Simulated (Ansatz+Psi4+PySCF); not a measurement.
## singlet C2H4: levels of theory in one basis

```xyz
6

C     0.7179    0.0493    0.8368
C    -0.1179    0.5507   -0.2368
H     0.3492   -0.0256    1.8545
H     1.7401   -0.2678    0.6586
H    -0.1482    1.6063   -0.4859
H    -0.7410   -0.1129   -0.8272
```

Basis set: cc-pVTZ (spherical functions). Left uncorrelated: 2 orbitals. Charge 0, multiplicity 1.

Computed with Ansatz (development build ahead of 0.2.0); each method stands on the lowest determinant of its kind that the runs found.

| method | E − E(RHF) (eV) | <S²> of the determinant |
| --- | --- | --- |
| RHF | 0.00 | 0.00 |
| UHF | -2.94 | 1.04 |
| UHF-MP2 | -10.81 | 1.04 |
| RHF-CCSD | -10.78 | – |
| UHF-CCSD | -11.70 | 1.04 |
| RHF-CCSD(T) | -11.76 | – |
| UHF-CCSD(T) | -11.99 | 1.04 |

(1) What does RHF-MP2 give on the same scale?

(2) Is a single determinant a sound starting point here?

## Answers

(1) -9.71 eV.

(2) It is doubtful. Unrestricted orbitals lower Hartree–Fock by 2.94 eV and <S²> is 1.04 where a pure state has 0.00, a sign of strong static correlation.

Caution for RHF, RHF-MP2, RHF-CCSD, RHF-CCSD(T): an unrestricted determinant lies well below. Caution for UHF, UHF-MP2, UHF-CCSD, UHF-CCSD(T): the unrestricted determinant is a mixture of spin states; the determinant breaks the point group. Caution for RHF-MP2, RHF-CCSD, RHF-CCSD(T): large amplitudes, a single reference is doubtful.
